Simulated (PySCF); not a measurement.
# SiH: from the state search to spectroscopic constants

Aim: find the lowest electronic state of SiH, scan its bond at several levels of theory, and get bond length, wavenumber and dissociation energy from each curve.

Computed with PySCF 2.14.0. Level: Si def2-SVPD, H def2-SVPD, no relativity.

## Step 1: Input

Settings of the job:

```
atoms                         : Si, H
charge                        : 0
basis                         : Si def2-SVPD, H def2-SVPD
Hamiltonian                   : no relativity
basis functions               : 32
electrons treated             : 15
masses in u                   : 27.9769, 1.0078
levels                        : PBE0, PBE, r²SCAN, r²SCANh, PW91, B97-3, ωB97X, HF, MP2, SCS-MP2, CCSD, CCSD(T)
grid                          : 80 radial by 434 angular points
occupations                   : held fixed by the projection of orbital angular momentum
dissociation limit            : Si + H, each in its ground configuration
starting distance in angstrom : 1.435
values of 2S to try           : 1, 3
```

Command:

```console
$ OMP_NUM_THREADS=1 python dia.py task.json out
```

The runs that follow: PBE0 along the bond; Other states along the same grid; PBE (GGA); r²SCAN; r²SCANh; PW91 (GGA); B97-3; ωB97X; UHF; Correlated methods on the Hartree–Fock reference.

What does the calculation give? Wanted: for each run, Re; ωe; De; μ.

**Answer**, as computed:

Lowest PBE0 solution found, without spin–orbit coupling: ²Π (doublet), unpaired electrons π ↑. State 2 has its PBE0 minimum 1.55 eV higher. The other levels ran on the lowest alone.

| level | Re (Å) | ωe (cm⁻¹) | De (eV) | μ (D) |
| --- | --- | --- | --- | --- |
| UHF | 1.521 | 2137 | 2.24 | 0.27 |
| UHF-MP2 | 1.524 | 2102 | 2.80 | n/a |
| UHF-SCS-MP2 | 1.526 | 2090 | 2.91 | n/a |
| UHF-CCSD | 1.530 | 2051 | 2.95 | n/a |
| UHF-CCSD(T) | 1.532 | 2040 | 2.97 | n/a |
| PBE | 1.553 | 1951 | 3.10 | 0.07 |
| PW91 | 1.550 | 1958 | 3.13 | 0.07 |
| r²SCAN | 1.538 | 2017 | 3.10 | 0.18 |
| r²SCANh | 1.535 | 2036 | 3.08 | 0.19 |
| PBE0 | 1.539 | 2027 | 3.07 | 0.15 |
| B97-3 | 1.536 | 2033 | 3.18 | 0.16 |
| ωB97X | 1.532 | 2067 | 3.19 | 0.23 |

De is counted to Si + H in their ground configurations. A positive dipole means Si(−)H(+).

Differences from CCSD(T) in the same basis:

```
      level  Re (mÅ)  ωe (%)
        UHF      -11    +4.8
    UHF-MP2       -8    +3.1
UHF-SCS-MP2       -6    +2.5
   UHF-CCSD       -2    +0.6
        PBE      +22    -4.4
       PW91      +18    -4.0
     r²SCAN       +6    -1.1
    r²SCANh       +3    -0.2
       PBE0       +7    -0.6
      B97-3       +4    -0.3
      ωB97X        0    +1.3
```

In words: Against CCSD(T) in the same basis, the bond length is nearest at ωB97X (0 mÅ) and farthest at PBE (+22 mÅ); the wavenumber is nearest at r²SCANh (-0.2 %) and farthest at UHF (+4.8 %). Hartree–Fock makes the bond too short and too stiff against this reference, as it mostly does. PBE has the long and soft bond that GGAs tend to give. CCSD(T) in a basis this small is itself some way from its limit, more so than the functionals. Among the levels with a De in the table, it runs from 2.24 eV (UHF) to 3.19 eV (ωB97X).

Correlated steps freeze 5 core orbitals.
